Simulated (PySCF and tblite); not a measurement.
Values are calculated unless marked as measured or tabulated.
1-fluorobutane, C₄H₉F, numbered as in [CH3:1][CH2:2][CH2:3][CH2:4][F:5].

First level. The ensemble was built from 90 distance-geometry starts (ETKDG and KDG, MMFF94s, GFN2-xTB) and rests on PBE0-D3(BJ)/def2-SVP geometries. Weights use PBE0-D3(BJ)/def2-TZVP (IEF-PCM, chloroform) energies plus GFN2-xTB zero-point and thermal terms (modes under about 100 cm⁻¹ blended into free rotors). Symmetry numbers and mirror images are counted. Conformers within 3 kcal/mol (GFN2-xTB free energy) were kept, 8 at most. GIAO shieldings: wB97X-D/pcSseg-1 (IEF-PCM, chloroform). Shifts are against TMS (¹H), TMS (¹³C), CFCl3 (¹⁹F) at the same level. Codes: tblite and PySCF.

It gives, at 298.15 K, with 5 conformers (largest weight 46 %): ¹H: 4.52 (H4, 2H), 1.46 (H3, 2H), 1.26 (H2, 2H), 1.01 (H1, 3H) ppm. ¹³C: 85.2 (C4), 35.1 (C3), 20.8 (C2), 15.7 (C1) ppm. ¹⁹F: -240.0 (F5) ppm.

Second level: PBE0-D3(BJ)/def2-SVP geometries, energies PBE-D3(BJ)/def2-SVPD, shieldings mPW1PW91/pcSseg-1, on up to 4 of the same conformers.

Problem. How do the averaged shifts change?

Solution. 
```
signal   first  second  change (ppm)
    H1    1.01    1.00         -0.01
    H2    1.26    1.33          0.06
    H3    1.46    1.41         -0.04
    H4    4.52    4.41         -0.11
    C1    15.7    15.4          -0.3
    C2    20.8    20.7          -0.1
    C3    35.1    35.2           0.1
    C4    85.2    83.3          -1.9
    F5  -240.0  -242.8          -2.8
```

The largest weight becomes 51 %.

Unscaled ¹⁹F shifts at such levels can be off by tens of ppm; differences between conformers or isomers are more reliable. Shifts are unscaled: against experiment ¹³C can be off by 15 ppm or more and ¹H by 0.8 ppm.
